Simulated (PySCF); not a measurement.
Isomers of C5H4O, one GFN2-xTB conformer each. Single-point energies are computed at PBE0/pcSseg-1 (PySCF, gas phase, no added dispersion term), electronic only.

```csv
SMILES,GFN2-xTB relative energy (kJ/mol)
C=Cc1cc1=O,138.4
O=C1C=CC=C1,0.0
```

Conformers: `[CH2:1]=[CH:2][c:3]1[cH:4][c:5]1=[O:6]` with C1–C2–C3–C4 180°.

What does PBE0/pcSseg-1 give for the same structures?

```tsv
SMILES	PBE0/pcSseg-1 E (Eh)	PBE0/pcSseg-1 (kJ/mol)	GFN2-xTB (kJ/mol)	point group
O=C1C=CC=C1	-267.76322	0.0	0.0	C2v
C=Cc1cc1=O	-267.71145	135.9	138.4	Cs
```

Both levels put the same isomer lowest. As drawn, the higher has a three-membered ring, which the lower lacks.

Which frontier levels, dipoles and rotational constants go with these structures?

```
     SMILES  HOMO (eV, PBE0/pcSseg-1)  LUMO (eV)  dipole (D)     A, B, C (MHz)
O=C1C=CC=C1                     -7.22      -2.99        3.14  8397, 3956, 2689
 C=Cc1cc1=O                     -6.79      -2.02        4.37  8286, 2637, 2000
```
